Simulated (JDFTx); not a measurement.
System: butadiene, C4H6 (SMILES C=CC=C), charge 0, multiplicity 1; geometry: optimised with GFN2-xTB in vacuum (one conformer, no frequencies checked; largest PBE force component 0.6 eV/Å). Z-matrix (Å, degrees):
```
C
C 1 1.3285
H 2 1.0765 1 122.12
H 2 1.0780 3 116.36 1 180.00
H 1 1.0826 2 120.27 3 0.02
C 1 1.4469 5 116.06 2 -179.98
C 6 1.3285 1 123.65 5 0.04
H 7 1.0764 6 122.13 1 179.98
H 7 1.0780 8 116.36 6 179.98
H 6 1.0826 7 120.28 8 0.01
```

Method: PBE, GBRV ultrasoft potentials, plane waves to 20/100 Ha, in JDFTx (a modified build). Liquid: CANDLE, water, 1 M NaCl. The liquid run sits in a periodic box with 4.5 Å from the outermost atoms to the faces; the vacuum run is isolated. The box matters at about 0.01 eV. ΔG_solv is the difference of the two single-point energies, liquid minus vacuum; no corrections are added.

- solvation energy: -3.6 kJ/mol
- part: cavitation term of the fluid: 47 kJ/mol
- part: dispersion term of the fluid: -40 kJ/mol
- part: electrostatic term of the fluid: -13.0 kJ/mol
- part: distortion of the solute's electrons: 2.3 kJ/mol
- highest occupied level in vacuum (zero: vacuum level): -5.90 eV
- highest occupied level in the liquid (zero: bulk electrolyte): -5.78 eV
- volume of the model's cavity: 230.4 Å³
- rough cost, vacuum and liquid run: 2 min and 3 min of core time
